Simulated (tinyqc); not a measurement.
Worked calculation: Pariser-Parr-Pople SCF with singles CI, for the molecule C=CC1=CC1=C (SMILES; centres numbered as the heavy atoms are written). One step of it, computed by the program tinyqc.

Problem. Iteration 2: Fock matrix. F_rr = H_rr + P_rr gamma_rr / 2 + sum_(s != r) P_ss gamma_rs; F_rs = H_rs - P_rs gamma_rs / 2; E = tr P (H + F) / 2 + core repulsion sum_(r<s) z_r z_s gamma_rs.

P after iteration 1, lower triangle:
```
           1C         2C         3C         4C        5C        6C
1C   0.856882
2C   0.863985   1.078371
3C   0.027977   0.399990   1.078240
4C  -0.350635  -0.128845   0.769266   0.810637
5C  -0.008851  -0.030152   0.217134   0.407617  1.119016
6C   0.190006  -0.025496  -0.337561  -0.168202  0.816531  1.056854
```

core matrix H (eV), lower triangle:
```
            1C          2C          3C          4C          5C          6C
1C  -28.975318
2C   -2.390000  -31.869062
3C    0.000000   -2.390000  -34.669644
4C    0.000000    0.000000   -2.390000  -31.864473
5C    0.000000    0.000000   -2.390000   -2.390000  -33.895790
6C    0.000000    0.000000    0.000000    0.000000   -2.390000  -29.204400
```

repulsion gamma_rs (eV), lower triangle:
```
           1C         2C         3C         4C         5C         6C
1C  11.130000
2C   5.346321  11.130000
3C   3.872848   5.346553  11.130000
4C   2.813192   3.601365   5.344523  11.130000
5C   3.099634   3.601403   5.344529   5.344575  11.130000
6C   2.683323   2.813419   3.601191   3.600818   5.345649  11.130000
```

Centres (angstrom, eV; a flat drawing with bonds scaled to 1.40 angstrom):
```
centre          x          y  core charge z          W   gamma_rr
1C       2.177000  -0.868000              1  11.160000  11.130000
2C       1.576000   0.396000              1  11.160000  11.130000
3C       0.181000   0.508000              1  11.160000  11.130000
4C      -0.972000   1.303000              1  11.160000  11.130000
5C      -1.084000  -0.093000              1  11.160000  11.130000
6C      -1.878000  -1.246000              1  11.160000  11.130000
```

Give: F; pi energy.

Solution.

F (eV), lower triangle:
```
        1C      2C      3C      4C      5C      6C
1C  -5.681
2C  -4.700  -5.599
3C  -0.054  -3.459  -5.466
4C   0.493   0.232  -4.446  -5.510
5C   0.014   0.054  -2.970  -3.479  -5.384
6C  -0.255   0.036   0.608   0.303  -4.572  -5.206
```

pi energy = -73.715 eV
